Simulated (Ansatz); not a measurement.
This geometry of C₅H₇F (13 atoms, charge 0, multiplicity 1) is a first-order saddle point.

Computed with RKS BHLYP/6-31G* (Ansatz).

```xyz
13
Properties=species:S:1:pos:R:3
C -0.590 -2.218 0.642
C -0.240 -1.018 0.295
C 0.101 0.186 -0.061
C 0.905 0.464 -1.303
C -0.342 1.368 0.767
F -1.712 1.409 0.887
H 0.034 -2.827 1.278
H -1.523 -2.651 0.312
H 1.827 0.991 -1.061
H 1.166 -0.454 -1.817
H 0.343 1.096 -1.990
H 0.072 1.325 1.770
H -0.019 2.293 0.297
```

Problem. Which two structures does it join? (They come from a converged band through this point; their orientation in space is the band's.)

Solution. No bond is made or broken. The dihedral C2–C3–C5–F6 goes from -127 to 0°.

First end point:

```xyz
13
Properties=species:S:1:pos:R:3
C -0.457 -2.261 0.715
C -0.203 -1.050 0.323
C 0.054 0.166 -0.061
C 0.756 0.491 -1.351
C -0.338 1.332 0.797
F -1.081 2.229 0.057
H 0.239 -2.813 1.330
H -1.372 -2.762 0.439
H 1.683 1.032 -1.160
H 0.991 -0.408 -1.909
H 0.128 1.132 -1.965
H -0.925 1.015 1.652
H 0.546 1.862 1.147
```

Last end point:

```xyz
13
Properties=species:S:1:pos:R:3
C -0.601 -2.227 0.636
C -0.273 -1.021 0.289
C 0.065 0.182 -0.072
C 0.914 0.469 -1.280
C -0.378 1.385 0.709
F -1.143 1.038 1.788
H 0.011 -2.807 1.310
H -1.505 -2.692 0.272
H 1.826 0.995 -1.000
H 1.193 -0.448 -1.786
H 0.381 1.101 -1.989
H 0.489 1.940 1.067
H -0.961 2.051 0.073
```

Problem. How far does it lie above each of them?

Solution. 13.9 kJ/mol above the first and 8.6 kJ/mol above the second. This is the barrier of this one path; another mechanism may lie lower.

Time of the run: 5.4 min on 2 threads of Arm Neoverse V2, on a shared host, peak memory 0.23 GiB.
